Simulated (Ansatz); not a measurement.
**Si2H5F: taking an electron away**

One table from this session's results is given with a row withheld; the runs are named, their logs left out.

Method: unrestricted cation, the program's frozen cores in correlated methods; program: Ansatz 0.2.0, Gaussian basis.

Levels to be run: UKS PBE-D4/def2-TZVPP; UKS r2SCAN-D4/def2-TZVPP; UKS PBE0-D4/def2-TZVPP; UKS B3LYP-D4/def2-TZVPP; UKS wB97X-V/def2-TZVPP; UKS wB97M-V/def2-TZVPP; UKS B2PLYP/def2-TZVPP; UHF-CCSD(T)/def2-TZVPP; UHF-MP2/def2-QZVPP; extrapolation to the limit; then −ε(HOMO) from the neutral's earlier runs with LDA (SPW92), PBE-D4, revPBE-D4, BLYP-D4, r2SCAN-D4, B97M-V, PBE0-D4, B3LYP-D4, r2SCANh-D4, r2SCAN0-D4, HSE06-D4, BHLYP-D4, CAM-B3LYP-D4, LC-ωPBE, ωB97X-V, ωB97M-V.

### The geometry

The geometry comes from an earlier relaxation with PBE0-D4 in a triple-zeta def2 set; it is a stationary point, not always the lowest conformer.

8 atoms, charge 0, spin multiplicity 1.

Atoms are counted from 1 here; the program's logs count them from 0.

Bond lengths: F1–Si2 1.607 Å, Si2–Si3 2.343 Å, Si2–H4 1.486 Å, Si2–H5 1.486 Å, Si3–H6 1.487 Å, Si3–H7 1.489 Å, Si3–H8 1.487 Å. Angles: F1–Si2–Si3 109.8°, F1–Si2–H4 107.7°, F1–Si2–H5 107.7°, Si3–Si2–H4 111.3°, Si3–Si2–H5 111.3°, H4–Si2–H5 108.9°, Si2–Si3–H6 110.7°, Si2–Si3–H7 108.2°, Si2–Si3–H8 110.7°, H6–Si3–H7 109.0°, H6–Si3–H8 109.2°, H7–Si3–H8 109.0°.

Set-up of the first run:

in.yaml

```yaml
crystal:
  periodic: [false, false, false]
  atoms:
    - {symbol: F, position_ang: [-2.015237, 0.986107, -0.226792]}
    - {symbol: Si, position_ang: [-0.575369, 0.581086, -0.813616]}
    - {symbol: Si, position_ang: [0.633501, -0.611215, 0.800387]}
    - {symbol: H, position_ang: [-0.798703, -0.237500, -2.033879]}
    - {symbol: H, position_ang: [0.125732, 1.834679, -1.195665]}
    - {symbol: H, position_ang: [0.849454, 0.218230, 2.015105]}
    - {symbol: H, position_ang: [1.955689, -0.971083, 0.218920]}
    - {symbol: H, position_ang: [-0.082866, -1.857404, 1.179841]}
basis:
  gaussian: {orbitals: def2-TZVPP}
total_charge: 1
magnetization: {spin_polarized: true, initial_magnetization: 1}
hamiltonian: {xc: pbe, dispersion: d4}
```

Steps of the session up to this table: Cation, UKS PBE-D4/def2-TZVPP; Cation, UKS r2SCAN-D4/def2-TZVPP; Cation, UKS PBE0-D4/def2-TZVPP; Cation, UKS B3LYP-D4/def2-TZVPP; Cation, UKS wB97X-V/def2-TZVPP; Cation, UKS wB97M-V/def2-TZVPP; Cation, UKS B2PLYP (frozen core)/def2-TZVPP; Cation, UHF-CCSD(T)/def2-TZVPP; Cation, UHF-MP2/def2-QZVPP.

One table of the session follows, with a row left open; its other results are not shown here.

It belongs to the step «Ionisation energies side by side». Orbital estimates, from the neutral's runs:

```
  functional  −ε(HOMO) (eV)
 LDA (SPW92)           7.28
      PBE-D4           7.21
   revPBE-D4           7.17
     BLYP-D4           7.09
   r2SCAN-D4           7.49
      B97M-V              ?
     PBE0-D4           8.41
    B3LYP-D4           8.21
  r2SCANh-D4           7.93
  r2SCAN0-D4           8.59
    HSE06-D4           8.01
    BHLYP-D4           9.52
CAM-B3LYP-D4           9.72
     LC-ωPBE          11.03
     ωB97X-V          10.70
     ωB97M-V          10.46
```

Estimate the missing values for B97M-V.

As computed: −ε(HOMO) (eV): 7.62. In the column «−ε(HOMO) (eV)» it lies between r2SCAN-D4 (7.49) and r2SCANh-D4 (7.93).
